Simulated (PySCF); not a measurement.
`c1cc[pH]c1`, C$_{4}$H$_{5}$P

Molfile (atoms numbered from 1):
```
C4H5P
     RDKit          3D

 10 10  0  0  0  0  0  0  0  0999 V2000
   -0.3597   -1.0373    0.2928 C   0  0  0  0  0  0  0  0  0  0  0  0
    0.9990   -0.5990    0.0198 C   0  0  0  0  0  0  0  0  0  0  0  0
    1.0979    0.7014   -0.3570 C   0  0  0  0  0  0  0  0  0  0  0  0
   -0.5484    1.3963   -0.6010 P   0  0  0  0  0  0  0  0  0  0  0  0
   -1.3005   -0.0728    0.1259 C   0  0  0  0  0  0  0  0  0  0  0  0
   -0.5894   -2.0609    0.6014 H   0  0  0  0  0  0  0  0  0  0  0  0
    1.8567   -1.2710    0.1108 H   0  0  0  0  0  0  0  0  0  0  0  0
    2.0281    1.2091   -0.6166 H   0  0  0  0  0  0  0  0  0  0  0  0
   -0.6332    2.3300    0.4746 H   0  0  0  0  0  0  0  0  0  0  0  0
   -2.3731   -0.2130    0.2678 H   0  0  0  0  0  0  0  0  0  0  0  0
  1  2  1  0
  2  3  2  0
  3  4  1  0
  4  5  1  0
  5  1  2  0
  1  6  1  0
  2  7  1  0
  3  8  1  0
  4  9  1  0
  5 10  1  0
M  END
```

Method used: PySCF, GIAO mPW1PW91/6-31G magnetisability, rotational g tensor and spin-rotation constants, non-relativistic, gas phase. Geometry: PBE0-D3(BJ)/def2-SVP.

**Question.** Give the nuclear spin-rotation constants along the inertial axes (H = +C I·J) beside the isotropic shieldings.

**Answer.** Rotational constants 7.3615, 5.0617, 3.0664 GHz. A star marks the isotopologue with that one atom substituted, in its own axes.
| atom | isotope | Caa (kHz) | Cbb (kHz) | Ccc (kHz) | mean (kHz) | σ (ppm) |
| --- | --- | --- | --- | --- | --- | --- |
| P4 | 31P | 9.421 | 5.530 | 4.275 | 6.409 | 452.1 |
| H6 | 1H | 0.233 | -0.155 | -0.331 | -0.085 | 25.3 |
| H7 | 1H | 0.235 | -0.157 | -0.331 | -0.084 | 25.3 |
| H8 | 1H | -0.700 | 0.478 | -0.360 | -0.194 | 25.8 |
| H9 | 1H | -0.503 | -0.533 | 0.012 | -0.341 | 27.8 |
| H10 | 1H | -0.700 | 0.477 | -0.360 | -0.194 | 25.8 |
| C1 | 13C* | 2.516 | 2.108 | 0.413 | 1.679 | 64.7 |
| C3 | 13C* | 2.319 | 2.260 | 0.378 | 1.653 | 67.2 |

For the geometry as given, no vibrational averaging.
